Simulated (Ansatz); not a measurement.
Process, species as SMILES: Cl[C]Cl (closed-shell singlet) + 3 [H][H] (H2) → C (CH4) + 2 Cl (HCl)
B3LYP-D3(BJ)/def2-TZVP geometries, fixed; electronic energies without zero-point terms.
Largest species:
```xyz
5

C      0.0000     0.0000     0.0000
H      0.6205     0.6269     0.6390
H     -0.6429    -0.6249     0.6185
H      0.6369    -0.6328    -0.6166
H     -0.6146     0.6308    -0.6409
```

Basis-set convergence of the energy of full hydrogenation at B3LYP with Ansatz (a first-principles code). Cartesian d functions, on some or all atoms, in 6-31G*, 6-31G**, 6-311G**; all else is spherical. The program fits the integrals of some runs and decomposes those of others, by size. No added dispersion term, no relativity. Functions are those of the species that has most. Reference: the value in pcseg-4, -129.03 kcal/mol, itself unsure by roughly 0.07 kcal/mol (its mean distance from aug-pcseg-3, aug-cc-pV(Q+d)Z, cc-pV(5+d)Z).

```tsv
basis	functions	energy of full hydrogenation (kcal/mol)
def2-SVP	50	-132.18
6-31G*	53	-125.98
6-31G**	53	…
6-311G**	72	…
aug-pcseg-1	77	…
def2-TZVP	105	-126.90
def2-TZVPP	115	-128.67
jun-cc-pV(T+d)Z	135	…
def2-QZVPP	197	-129.14
```

**Question.** Some entries are withheld; supply them.

**Answer.** 
- 6-31G**, energy of full hydrogenation (kcal/mol): -130.19
- 6-311G**, energy of full hydrogenation (kcal/mol): -133.84
- aug-pcseg-1, energy of full hydrogenation (kcal/mol): -131.58
- jun-cc-pV(T+d)Z, energy of full hydrogenation (kcal/mol): -129.57
